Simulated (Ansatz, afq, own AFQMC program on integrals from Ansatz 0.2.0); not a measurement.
## Atomization energy of BeH2Se, singlet

```yaml
atoms:
  - { symbol: Se, position_ang: [0.0000, -0.0210, 0.2415] }
  - { symbol: Be, position_ang: [0.0000, 0.0183, -1.7935] }
  - { symbol: H, position_ang: [0.0000, 1.4507, 0.2462] }
  - { symbol: H, position_ang: [0.0000, 0.0294, -3.1278] }
```

Connectivity, by distances: SeH–BeH.

Atoms in their ground-state spins without spin–orbit coupling (mostly on UHF) minus the molecule (RHF), without zero-point energy. The geometry is a stationary point, not shown to be a minimum.

Basis cc-pVDZ. Noble-gas cores (and the filled d shells of Ga–Kr and In–Xe) are frozen. Ansatz 0.2.0 and our own AFQMC program on the same integrals; the CISD trial comes from CCSD amplitudes, and released means the phaseless constraint is let go. Uncertainties: one standard error, sampling alone. No spin–orbit coupling. The errors of all members are added in quadrature.

No full CI on the walks' own integrals is used here; CCSDT(Q) serves as the reference and is uncertain by about the last step of the cluster series. Each member takes its own surest rung, up to full CI.

Errors are counted within cc-pVDZ, not against nature.

Cautions: inner d shell frozen; no relativity below Rb; no spin-orbit coupling; BeH₂Se (singlet): the ph-AFQMC/CISD walk drifts between its halves (2.3 errors); other spins of the molecule weren't checked.

Reference (CCSDT(Q)): 877.3 kJ/mol.

| level | atomization energy (kJ/mol) | error against CCSDT(Q) (kJ/mol) |
| --- | --- | --- |
| HF | 723.3 | -154.1 |
| MP2 | 888.0 | 10.6 |
| CCSD | 865.9 | -11.4 |
| CCSD(T) | 875.7 | -1.6 |
| CCSDT | 876.8 | -0.6 |
| ph-AFQMC/HF | 881.7 ± 4.5 | 4.4 ± 4.5 |
| ph-AFQMC/CISD | 877.3 ± 0.9 | 0.0 ± 0.9 |
| released AFQMC | 877.9 ± 0.8 | 0.6 ± 0.8 |

Correlation beyond CCSD(T) adds 1.6 kJ/mol. The perturbative (T) step is worth +9.8 kJ/mol.

A walk keeps the symmetry of its determinant, which the program's search chose and which needn't be the lowest solution, so a lower state of the same spin and another symmetry isn't excluded. Released energies are given only where the last usable release times agree within the noise; a slower fall can still hide under it.
